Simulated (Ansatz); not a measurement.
C4H5FO can be A, `C=C(O)C(=C)F`, or B, `COC1=C(F)C1`.

Gas-phase electronic energies from Ansatz, PBE0-D4/def2-TZVP geometries. CCSD(T)/CBS is the MP2 limit (def2-TZVPP, def2-QZVPP) plus CCSD(T) − MP2 in def2-TZVPP, frozen cores. DFT in def2-TZVPP. One conformer a species, not always the lowest.

Q: Which isomer does CCSD(T)/CBS put lower? Give the gap. (An estimate is asked.)

A: The calculation gave: A, by 246.1 kJ/mol.

Q: Give E(B) − E(A) in kJ/mol with r2SCAN-D4, B2PLYP, CCSD(T)/def2-TZVPP, HF/def2-TZVPP, PBE-D4, MP2/def2-TZVPP, ωB97M-V. (Estimate.)

A: Computed: r2SCAN-D4 241.2, B2PLYP 241.5, CCSD(T)/def2-TZVPP 242.4, HF/def2-TZVPP 253.6, PBE-D4 224.1, MP2/def2-TZVPP 234.9, ωB97M-V 239.0. None reverses the order clearly.

Largest T1 diagnostic: 0.012.

The D4 term adds +3.2 kJ/mol with B3LYP and +1.5 kJ/mol with PBE0; it sums over pairs of atoms, weighted by their polarisabilities, and B3LYP, whose exchange is more repulsive, gets the larger term. In def2-TZVPP, CCSD(T) changes the Hartree–Fock value by −11.2 kJ/mol (the triples alone add +0.1 kJ/mol) and MP2 by −18.7 kJ/mol.

B3LYP here is the variant with VWN-RPA as its local correlation; programs differ in this.
